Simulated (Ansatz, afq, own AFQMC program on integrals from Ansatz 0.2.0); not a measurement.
## H3S⁺, triplet → H3S⁺, singlet, worked out

```yaml
atoms:
  - { symbol: S, position_ang: [0.0000, -0.0391, 0.0000] }
  - { symbol: H, position_ang: [0.0000, 1.3184, 0.0000] }
  - { symbol: H, position_ang: [0.0000, -0.0372, 1.5201] }
  - { symbol: H, position_ang: [0.0000, -0.0372, -1.5201] }
```

Both states at this geometry.

Basis cc-pVDZ. Only valence electrons are correlated. AFQMC by an in-house program on the Cholesky factors that Ansatz 0.2.0 writes for its CCSD(T) run. ph-AFQMC/CISD is guided by a CISD state made of CCSD amplitudes; releasing the constraint for a short imaginary time cuts its bias at the price of noise, slowly where states lie close. ± is one standard error of the sampling.

Total energies in eV. CBS is CCSD(T) at the limit of def2-TZVPP/QZVPP (extrapolated itself); the highest rung of each member is named.

Cautions: H₃S⁺ (triplet): another spin lies lower.

| member | count | CCSD(T)/cc-pVDZ | highest rung in cc-pVDZ | which | CCSD(T)/CBS |
| --- | --- | --- | --- | --- | --- |
| H₃S⁺, singlet | +1 | -10858.1399 | -10858.1656 | CCSDT(Q) | -10860.8482 |
| H₃S⁺, triplet | -1 | -10856.7408 | -10856.7664 | CCSDT(Q) | -10859.3797 |

**Question.** Work out the best estimate of the vertical spin gap: the CCSD(T)/CBS difference plus the step from CCSD(T) to the highest rung.

**Answer.** Sums with the counts: CCSD(T)/CBS -1.4685 eV, highest rung -1.3992 eV, CCSD(T)/cc-pVDZ -1.3991 eV. The step is -1.3992 − -1.3991 = -0.0001 eV, so the best estimate is -1.4685 + (-0.0001) = -1.4686 eV = -141.7 kJ/mol. The basis set is worth -0.069 eV of it. Zero-point, core-correlation and spin–orbit terms aren't in it. Past Ne the Hartree–Fock part of each CBS total tends to overshoot, since the cores don't follow the formula; that largely cancels in the difference.

Best estimates are given only where the step beyond CCSD(T) is under 0.3 eV and no member's determinant is very poor (T1 over 0.05, or 0.07 for open shells, ⟨S²⟩ too high by 0.3, two states mixed), so the hardest cases are missing from such tables.

CCSDT and higher add their correlation energy to the determinant of the CCSD(T) run, since their own runs factorise the integrals more tightly (a shift of under 2 meV). Each member of a difference takes its own highest rung, so a best estimate needn't equal the limit plus the step of one row.
